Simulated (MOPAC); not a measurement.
MOPAC input (PM7):

```
PM7 FORCE THERMO(298,298) PRECISE LET UHF MS=0.5 GEO-OK AUX(PRECISION=9) THREADS=1
C2H3O2

C     0.06781914 1    0.10145438 1   -0.06352029 1
O     0.26460695 1    1.18223313 1   -0.56527169 1
O    -1.15207577 1   -0.20026895 1    0.46419780 1
H    -1.80631377 1    0.53726513 1    0.38418290 1
C     0.98389715 1   -1.00795149 1    0.07947711 1
H     0.68199579 1   -1.92267982 1    0.54917707 1
H     1.98673858 1   -0.92217978 1   -0.28884428 1
```

Which zero-point energy does it print?

27.27 kcal/mol, from the harmonic wavenumbers of PM7.
